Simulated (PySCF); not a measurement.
A TDDFT job was run through a driver script with this input:

```
{"job": {"kind": "uv", "xc": "CAM-B3LYP", "basis": "def2-SVPD", "ip": false, "nstates": 15}, "charge": 0, "multiplicity": 1}
Al     0.278797     0.463984    -0.115239
H      1.858447     0.390344    -0.225223
H     -0.537363     1.807386    -0.320394
O     -0.561487    -0.933099     0.234875
H     -1.038395    -1.728615     0.425981
```

Computed, not measured: TDDFT CAM-B3LYP/def2-SVPD, vertical, gas phase, core orbitals frozen in the response (PySCF). Job line and output are in the format of a driver script around the code.

What does the script print for it?

```
coarse grid: 4576 points
cycle   1  E = -319.1846620743  dE = -7.921e-02  |g| = 7.296e-01  |ddm| = 2.307e+00
cycle   2  E = -319.0625759929  dE =  1.221e-01  |g| = 1.092e+00  |ddm| = 1.054e+00
cycle   3  E = -319.2882451526  dE = -2.257e-01  |g| = 3.497e-02  |ddm| = 6.057e-01
cycle   4  E = -319.2885864463  dE = -3.413e-04  |g| = 6.213e-03  |ddm| = 6.060e-02
cycle   5  E = -319.2885980730  dE = -1.163e-05  |g| = 1.042e-03  |ddm| = 1.167e-02
cycle   6  E = -319.2885985727  dE = -4.997e-07  |g| = 1.989e-04  |ddm| = 2.126e-03
final grid: 39216 points
cycle   7  E = -319.3403131987  dE = -5.898e-06  |g| = 5.392e-04  |ddm| = 1.365e-02
cycle   8  E = -319.3403132391  dE = -4.044e-08  |g| = 3.924e-04  |ddm| = 1.260e-03
cycle   9  E = -319.3403132610  dE = -2.188e-08  |g| = 1.772e-04  |ddm| = 3.241e-04
cycle  10  E = -319.3403132670  dE = -6.013e-09  |g| = 8.935e-06  |ddm| = 1.239e-04
cycle  11  E = -319.3403132670  dE = -3.456e-11  |g| = 2.313e-06  |ddm| = 1.298e-05
converged SCF energy = -319.3403132670

Static polarisability (au): isotropic 32.898, principal 28.863 34.665 35.165

Singlet excitations
state   eV       nm        f      main configurations
  1   5.6842    218.1   0.00000   H->L 0.99
  2   7.0253    176.5   0.01371   H->L+1 0.76, H->L+2 0.12
  3   7.5147    165.0   0.00000   H-2->L 0.97
  4   7.8448    158.0   0.04644   H-1->L 0.95
  5   7.9772    155.4   0.07265   H->L+2 0.77, H->L+1 0.11
  6   8.0276    154.4   0.02363   H-1->L+1 0.81, H-1->L+2 0.10
  7   8.3072    149.2   0.16340   H-2->L+1 0.50, H->L+4 0.24, H->L+3 0.12
  8   8.4826    146.2   0.17859   H->L+3 0.82
  9   8.7294    142.0   0.26205   H-3->L 0.90
 10   9.0612    136.8   0.00403   H->L+4 0.54, H-2->L+1 0.26
 11   9.3736    132.3   0.09885   H->L+5 0.92
 12   9.7255    127.5   0.10264   H-1->L+3 0.54, H-1->L+4 0.30
 13   9.8503    125.9   0.01524   H-1->L+2 0.57, H-1->L+4 0.23, H-1->L+1 0.12
 14   9.9114    125.1   0.18873   H-3->L+1 0.75, H-3->L+2 0.12
 15   9.9412    124.7   0.13900   H-2->L+3 0.43, H-2->L+2 0.38

Triplet excitations (Tamm-Dancoff, eV): 5.2344 6.4709 6.9583 7.1326
```

Geometry: PBE0-D3(BJ)/def2-SVP; no solvent, vibrations or thermal averaging.

The species is AlH2(OH) (`[H][Al]([H])[OH]`).

The SCF starts on a coarse grid; the energy jumps when the final grid takes over, and dE counts afresh there. H and L stand for HOMO and LUMO.

Hardware: one thread of an x86-64 server, shared host. Cost: 2.0 s of wall time.
